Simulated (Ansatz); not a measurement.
# [SiH3]+ (SMILES [SiH3+]) at MP2/6-311G(d,p) (sfX2C, density fitting with def2-universal-jkfit, def2-TZVP-rifit for correlation)

We compute a structure relaxation of [SiH3]+. 

The calculation is run with Ansatz 0.2.0.

7 further runs of the same task are left out: 7 set aside as unsound or not needed.

### Step 1. The system as given

[SiH3]+: 4 atoms, total charge +1, spin state singlet. As SMILES, `[SiH3+]`. The coordinates come from a PBE0-D4/def2-TZVP relaxation. The run starts from this shape.

Bond lengths: Si1–H2 1.472 Å, Si1–H3 1.472 Å, Si1–H4 1.472 Å. Angles: H2–Si1–H3 120.0°, H2–Si1–H4 120.0°, H3–Si1–H4 120.0°.

### Step 2. A geometry optimisation at MP2/6-311G(d,p) (sfX2C, density fitting with def2-universal-jkfit, def2-TZVP-rifit for correlation)

File run.yaml:

```yaml
crystal:
  periodic: [false, false, false]
  atoms:
    - {symbol: Si, position_ang: [-0.000000, -0.000000, 0.000000]}
    - {symbol: H, position_ang: [0.686900, 0.675400, 1.113000]}
    - {symbol: H, position_ang: [-0.118400, -1.467200, -0.009900]}
    - {symbol: H, position_ang: [-0.568500, 0.791700, -1.103100]}
basis:
  gaussian:
    orbitals: 6-311G_st__st_-spherical.json
    fitting: {mean_field: def2-universal-jkfit, correlation: def2-TZVP-rifit.json}
total_charge: 1
hamiltonian:
  pseudopotentials: {relativity: scalar}
correlation:
  method: mp2
  electrons: outside_noble_gas
accuracy: high
relax: {}
```

The basis set 6-311G** is read from a file made from the Basis Set Exchange's data (not shown).

On the command line:

```sh
ansatz run run.yaml --threads 1 --pin off --max-ram 2610MiB --events-out events.jsonl --progress --plain --runs-dir runs
```

The program printed:

```text
Warning: RAYON_NUM_THREADS=1 ignored (pool sized by the plan → 1); use --threads N
The last accepted step is kept in runs//last_step.txt (removed where the run ends without a failure and the disk answers)
Functional definition: HF
  name "HF"
  exchange = exact_x
  correlation = 0
these checks for a lower state are left out or cut short: cluster_reference
182 factors; integrals over basis functions are off by at most 6.3e-1 eV
158 factors; integrals over basis functions are off by at most 3.8e0 eV
mean field evaluation 1: about -7915.8519 eV, gradient 8.5e0 eV
mean field evaluation 2: about -7916.1744 eV, gradient 2.2e0 eV
mean field evaluation 4: about -7916.1991 eV, gradient 2.6e-1 eV
mean field evaluation 8: about -7916.1993 eV, gradient 2.0e-8 eV
mean field -7916.19932383 eV, -290.9149593583 hartree, gradient 2.0e-8 eV, S^2 0.000000; 0 other end points of the search recorded, 0 dependent functions left out
5 core orbitals not correlated: weight in the atoms' cores, before any rotation towards them, 1.000 or more for the frozen orbitals, at most 0.000 for the correlated occupied ones
reference -7916.19932383 eV, -290.9149593583 hartree; 3, 3 occupied and 36, 36 virtual orbitals, 158 factors
second order -2.35735734 eV of doubles, -0.00000000 eV of singles
the calculation of the forces begins
relax step   1: F+E_penalty+E_count = -7918.55668118 eV  Δ(F+E_penalty+E_count) = +0.000e0 eV  max|allowed force component| = 2.988e-1 eV/Å  Δτ_max = 0.0000 Å  (35 SCF iters, accepted)
these checks for a lower state are left out or cut short: starts, cluster_reference, orbital_swaps, neighbouring_geometries, increment
182 factors; integrals over basis functions are off by at most 6.2e-1 eV
158 factors; integrals over basis functions are off by at most 3.8e0 eV
mean field -7916.20642013 eV, -290.9152201424 hartree, gradient 1.6e-8 eV, S^2 0.000000; 0 other end points of the search recorded, 0 dependent functions left out
5 core orbitals not correlated: weight in the atoms' cores, before any rotation towards them, 1.000 or more for the frozen orbitals, at most 0.000 for the correlated occupied ones
reference -7916.20642013 eV, -290.9152201424 hartree; 3, 3 occupied and 36, 36 virtual orbitals, 158 factors
second order -2.35663602 eV of doubles, -0.00000000 eV of singles
the calculation of the forces begins
relax step   2: F+E_penalty+E_count = -7918.56305615 eV  Δ(F+E_penalty+E_count) = -6.375e-3 eV  max|allowed force component| = 6.491e-2 eV/Å  Δτ_max = 0.0116 Å  (30 SCF iters, accepted)
these checks for a lower state are left out or cut short: starts, cluster_reference, orbital_swaps, neighbouring_geometries, increment
182 factors; integrals over basis functions are off by at most 6.1e-1 eV
158 factors; integrals over basis functions are off by at most 3.8e0 eV
mean field evaluation 16: about -7916.2069 eV, gradient 5.9e-5 eV
mean field -7916.20688037 eV, -290.9152370557 hartree, gradient 8.6e-9 eV, S^2 0.000000; 0 other end points of the search recorded, 0 dependent functions left out
5 core orbitals not correlated: weight in the atoms' cores, before any rotation towards them, 1.000 or more for the frozen orbitals, at most 0.000 for the correlated occupied ones
reference -7916.20688037 eV, -290.9152370557 hartree; 3, 3 occupied and 36, 36 virtual orbitals, 158 factors
second order -2.35648021 eV of doubles, -0.00000000 eV of singles
the calculation of the forces begins
relax step   3: F+E_penalty+E_count = -7918.56336058 eV  Δ(F+E_penalty+E_count) = -3.044e-4 eV  max|allowed force component| = 5.521e-4 eV/Å  Δτ_max = 0.0031 Å  (29 SCF iters, accepted)
these checks for a lower state are left out or cut short: cluster_reference
182 factors; integrals over basis functions are off by at most 6.1e-1 eV
158 factors; integrals over basis functions are off by at most 3.8e0 eV
mean field -7916.20688037 eV, -290.9152370557 hartree, gradient 8.6e-9 eV, S^2 0.000000; 1 other end points of the search recorded, 0 dependent functions left out
5 core orbitals not correlated: weight in the atoms' cores, before any rotation towards them, 1.000 or more for the frozen orbitals, at most 0.000 for the correlated occupied ones
reference -7916.20688037 eV, -290.9152370557 hartree; 3, 3 occupied and 36, 36 virtual orbitals, 158 factors
second order -2.35648021 eV of doubles, -0.00000000 eV of singles
the calculation of the forces begins
Total energy: -7918.56336058 eV, -291.0018361062 hartree
Relativity: scalar
Atom 0 at    -0.000001    -0.000024     0.000002 Å, force    -0.000028    -0.000027    -0.000045 eV/Å
Atom 1 at     0.680022     0.668679     1.101850 Å, force     0.000282     0.000278     0.000457 eV/Å
Atom 2 at    -0.117223    -1.452551    -0.009810 Å, force    -0.000042    -0.000552     0.000000 eV/Å
Atom 3 at    -0.562798     0.783796    -1.092042 Å, force    -0.000212     0.000302    -0.000413 eV/Å
Dipole moment:     0.000000     0.000000     0.000001 e Å
Checks for a lower state left out: cluster_reference
```

Run time: 0.6 s. Hardware: 1 thread of Arm Neoverse V2, shared host.

Step by step:

```tsv
step	energy from the first frame kept (eV)	largest force (eV/Å)
1	0.0000	0.2999
2	-0.0064	0.0651
3	-0.0067	0.0006
```

After the run. Bond lengths: Si1–H2 1.457 Å, Si1–H3 1.457 Å, Si1–H4 1.457 Å. Angles: H2–Si1–H3 120.0°, H2–Si1–H4 120.0°, H3–Si1–H4 120.0°.

### Step 3. Results

Level: MP2/6-311G** (sfX2C, density fitting with def2-universal-jkfit, def2-TZVP-rifit for correlation), 5 core orbitals frozen.

```
                                   quantity          value
                    total energy at the end  -291.00184 Eh
correlation energy (5 core orbitals frozen)      -86.6 mEh
```

**Reading.** At the final geometry: Bond lengths: Si1–H2 1.457 Å, Si1–H3 1.457 Å, Si1–H4 1.457 Å. Angles: H2–Si1–H3 120.0°, H2–Si1–H4 120.0°, H3–Si1–H4 120.0°. The optimisation took 2 steps and changed the energy by -0.007 eV. Mulliken charges run from +0.00 on H2 to +0.99 on Si1.
